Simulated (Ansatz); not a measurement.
# Property card for HfWC2

The calculation used Ansatz, DFT r2SCAN, scalar-relativistic, plane waves, PAW.

Plane waves to 500 eV, a k mesh through Γ of 15×15×15 on the computed 4-atom cell and Gaussian smearing (0.10 eV); no spin polarisation.

The structure is relaxed at this level of theory with its symmetry kept. Whether it is the stable form of this composition wasn't checked.

It takes space group R-3m (No. 166, trigonal). The conventional cell has a = 3.166 Å, b = 3.166 Å, c = 15.565 Å, α = 90.00°, β = 90.00°, γ = 120.00°. Hf (site symmetry -3m) is surrounded by 6 C at 2.28 Å. Around W (site symmetry -3m) lie 6 C at 2.20 Å. C (site symmetry 3m) is surrounded by 3 W at 2.20 Å and 3 Hf at 2.28 Å.

```
Volume per atom                                                   : 76.0 bohr³
Formation energy from the elements' standard states (uncorrected) : -0.502 eV/atom
Generalised Kohn–Sham band gap                                    : none (metal)
Density of states at the Fermi level                              : 1.07 states/eV per cell
Löwdin character within 0.5 eV of the Fermi level                 : W 5d 52 %, C 2p 29 %, Hf 5d 15 %
Bader charges (e)                                                 : Hf (1 in the cell) 2.05, W (1 in the cell) 1.69, C (2 in the cell) -1.87
```

Spin-orbit coupling is left out, which matters for the bands of heavy elements.

Cost: 1 run of about 4 core-minutes, on Arm Neoverse V1 (shared hosts).